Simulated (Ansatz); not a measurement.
# Cost against result

Saddle point of SiNH4Cl, closed shell (SiNH₄Cl ([NH2][SiH2][Cl]) → SiNH₂Cl ([NH][SiH][Cl]) + H₂; bonds formed: H2–H4; bonds broken: Si1–H2, N3–H4), PBE0-D4/def2-TZVP structure:

| atom | x (Å) | y (Å) | z (Å) |
| --- | --- | --- | --- |
| Si1 | -0.4335 | -0.2242 | 0.0378 |
| H2 | 0.4610 | 0.6108 | 1.2889 |
| N3 | 0.7279 | 0.2170 | -0.9808 |
| H4 | 0.8461 | 0.7931 | 0.4959 |
| H5 | -1.7483 | 0.4151 | 0.2809 |
| Cl6 | -0.6329 | -2.0842 | 0.8604 |
| H7 | 0.7797 | 0.2725 | -1.9832 |

Barriers are electronic and count from the start structure reached by relaxing down the imaginary mode.

Ansatz 0.2.0; basis: as named in each row; cores frozen in the correlated methods. B3LYP uses VWN-RPA correlation. Extrapolation: Hartree–Fock as exp(−7.88 √X), correlation as X^−2.97.

Times are rough, for one single point on 2 threads of a shared host (Arm Neoverse V2).

The estimate by CCSD(T) at an estimated basis limit (MP2 extrapolated from triple and quadruple zeta, plus CCSD(T) − MP2 in triple zeta) is 340.9 kJ/mol.

```json
{"method": "HF", "basis": "STO-3G", "time (s)": "under 1", "barrier (kJ/mol)": "748.2", "method less estimate": "407.3"}
{"method": "PBE-D4", "basis": "STO-3G", "time (s)": "under 1", "barrier (kJ/mol)": "558.5", "method less estimate": "217.6"}
{"method": "SPW92", "basis": "def2-SVP", "time (s)": "under 1", "barrier (kJ/mol)": "308.1", "method less estimate": "-32.8"}
{"method": "PBE-D4", "basis": "def2-SVP", "time (s)": "under 1", "barrier (kJ/mol)": "317.8", "method less estimate": "-23.1"}
{"method": "B3LYP-D4", "basis": "6-31G", "time (s)": "under 1", "barrier (kJ/mol)": "432.5", "method less estimate": "91.5"}
{"method": "PBE0-D4", "basis": "def2-SVP", "time (s)": "under 1", "barrier (kJ/mol)": "345.8", "method less estimate": "4.9"}
{"method": "SPW92", "basis": "def2-TZVPP", "time (s)": "under 1", "barrier (kJ/mol)": "297.2", "method less estimate": "-43.7"}
{"method": "CCSD(T)", "basis": "def2-SVP", "time (s)": "under 1", "barrier (kJ/mol)": "365.1", "method less estimate": "24.2"}
{"method": "PBE-D4", "basis": "def2-TZVPP", "time (s)": "1", "barrier (kJ/mol)": "307.2", "method less estimate": "-33.8"}
{"method": "BLYP-D4", "basis": "def2-TZVPP", "time (s)": "1", "barrier (kJ/mol)": "315.2", "method less estimate": "-25.7"}
{"method": "PBE0-D4", "basis": "def2-TZVPP", "time (s)": "2", "barrier (kJ/mol)": "333.0", "method less estimate": "-7.9"}
{"method": "B3LYP-D4", "basis": "def2-TZVPP", "time (s)": "2", "barrier (kJ/mol)": "335.7", "method less estimate": "-5.2"}
{"method": "BHLYP-D4", "basis": "def2-TZVPP", "time (s)": "2", "barrier (kJ/mol)": "364.6", "method less estimate": "23.7"}
{"method": "CAM-B3LYP-D4", "basis": "def2-TZVPP", "time (s)": "2", "barrier (kJ/mol)": "347.0", "method less estimate": "6.1"}
{"method": "r2SCAN-D4", "basis": "def2-TZVPP", "time (s)": "3", "barrier (kJ/mol)": "324.3", "method less estimate": "-16.6"}
{"method": "RPA on PBE", "basis": "def2-TZVPP", "time (s)": "3", "barrier (kJ/mol)": "340.5", "method less estimate": "-0.4"}
{"method": "B2PLYP", "basis": "def2-TZVPP", "time (s)": "3", "barrier (kJ/mol)": "338.8", "method less estimate": "-2.2"}
{"method": "PBE-QIDH", "basis": "def2-TZVPP", "time (s)": "3", "barrier (kJ/mol)": "346.3", "method less estimate": "5.4"}
{"method": "r2SCAN0-D4", "basis": "def2-TZVPP", "time (s)": "4", "barrier (kJ/mol)": "342.1", "method less estimate": "1.2"}
{"method": "wB97M-V", "basis": "def2-SVP", "time (s)": "4", "barrier (kJ/mol)": "353.5", "method less estimate": "12.6"}
{"method": "wB97X-V", "basis": "def2-TZVPP", "time (s)": "6", "barrier (kJ/mol)": "349.7", "method less estimate": "8.7"}
{"method": "B97M-V", "basis": "def2-TZVPP", "time (s)": "6", "barrier (kJ/mol)": "332.3", "method less estimate": "-8.7"}
{"method": "wB97M-V", "basis": "def2-TZVPP", "time (s)": "6", "barrier (kJ/mol)": "341.6", "method less estimate": "0.7"}
{"method": "MP2", "basis": "def2-QZVPP", "time (s)": "9", "barrier (kJ/mol)": "335.2", "method less estimate": "-5.8"}
{"method": "CCSD(T)", "basis": "def2-TZVPP", "time (s)": "20", "barrier (kJ/mol)": "344.8", "method less estimate": "3.8"}
```

All methods are single points on the PBE0-D4 structures.

No T1 diagnostic of these runs exceeds 0.017.

Labels in which every atom is bracketed show which atoms are joined, not bond orders.
